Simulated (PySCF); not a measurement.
A GIAO shielding run with PySCF 2.14 (density fitting, non-relativistic, gas phase) on SMILES FP(F)P(F)F, F$_{4}$P$_{2}$:

```
$ OMP_NUM_THREADS=1 python probes_run.py task.json out

{"job": {"kind": "nmr", "xc": "WP04", "basis": "pcSseg-2", "pop": false}, "charge": 0, "multiplicity": 1}
F     -1.239225    -0.977745    -1.285124
P     -0.483181    -1.024541     0.142288
F     -1.677756    -0.462194     1.072806
P      0.486895     1.013878    -0.140919
F      1.280798     0.976126     1.264498
F      1.655819     0.444402    -1.099161
```

Hardware: 1 thread of an Arm Neoverse V2, shared host.

Q: How large is the calculation?

A: 66 electrons, 230 basis functions and 708 auxiliary functions.

Q: How long does it take, and how much memory does it need?

A: 14 s of wall time, with 13 SCF cycles and 4 response iterations; peak memory 1.1 GiB. Times on a shared host scatter by some tens of per cent.

Q: And these other runs on the same molecule and hardware: GIAO shielding at B97-2/pcSseg-2; GIAO shielding at BHandHLYP/pcSseg-2; GIAO shielding at CAM-B3LYP/pcSseg-2; GIAO shielding at LC-wPBE/pcSseg-2; GIAO shielding at wB97X-D/pcSseg-2?

A: B97-2/pcSseg-2: 230 functions, 14 s; BHandHLYP/pcSseg-2: 230 functions, 13 s; CAM-B3LYP/pcSseg-2: 230 functions, 20 s; LC-wPBE/pcSseg-2: 230 functions, 23 s; wB97X-D/pcSseg-2: 230 functions, 19 s.
